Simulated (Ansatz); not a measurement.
Energy profile

The step: CH₅Al ([CH3][AlH2]) + NH₃ → AlNH₄ ([NH2][AlH2]) + CH₄; bonds formed: C2–H5; dative contacts that become bonds: Al1–N6; bonds broken: Al1–C2, H5–N6 (atoms numbered as in the saddle structure below).

| atom | x (Å) | y (Å) | z (Å) |
| --- | --- | --- | --- |
| Al1 | -0.9184 | -0.5637 | -0.2214 |
| C2 | 1.1359 | -0.5353 | 0.4605 |
| H3 | -0.9499 | -1.3417 | -1.6053 |
| H4 | -1.8223 | -0.9487 | 1.0261 |
| H5 | 0.4092 | 0.6142 | 0.0422 |
| N6 | -0.6435 | 1.3175 | -0.4137 |
| H7 | 1.4192 | -0.2115 | 1.4646 |
| H8 | 0.9547 | -1.6198 | 0.5448 |
| H9 | 1.9943 | -0.4405 | -0.2084 |
| H10 | -0.5324 | 1.7476 | -1.3213 |
| H11 | -1.0468 | 1.9819 | 0.2320 |

Electronic energies by CCSD(T) at an estimated basis limit (MP2 extrapolated from triple and quadruple zeta, plus CCSD(T) − MP2 in triple zeta), on PBE0-D4/def2-TZVP structures; CH8AlN, closed shell; no counterpoise correction. Ansatz 0.2.0; basis: def2-TZVPP and def2-QZVPP; cores frozen in the correlated methods. Extrapolation: Hartree–Fock as exp(−7.88 √X), correlation as X^−2.97.

Task: Give the profile in kJ/mol, counted from the separated reactants. (An estimate is asked for; the value comes from the calculation.)

Result: The calculation gives:
```tsv
point	kJ/mol
separated: CH5Al (linked as [CH3][AlH2]; Al1, C2, H3, H4, H7, H8, H9; singlet) + NH3 (H5, N6, H10, H11; singlet)	0.0
start structure	-118.2
saddle	23.0
end structure	-112.8
separated: AlNH4 (linked as [NH2][AlH2]; Al1, H3, H4, N6, H10, H11; singlet) + CH4 (C2, H5, H7, H8, H9; singlet)	-107.1
```

T1 diagnostic: at most 0.012.

The step is the kind of exchange with an N–H group that builds nitride films in atomic layer and chemical vapour deposition.

For scale, one of the runs: CCSD(T)/def2-TZVPP, 216 basis functions, launched by `ansatz run in.yaml --threads 2 --pin off --events-out ev --progress --plain --max-ram 4352MiB`. The run took 23 s on 2 CPU threads of an Intel Xeon 6975P-C (shared host), with 3.3 GiB of host memory at its peak.
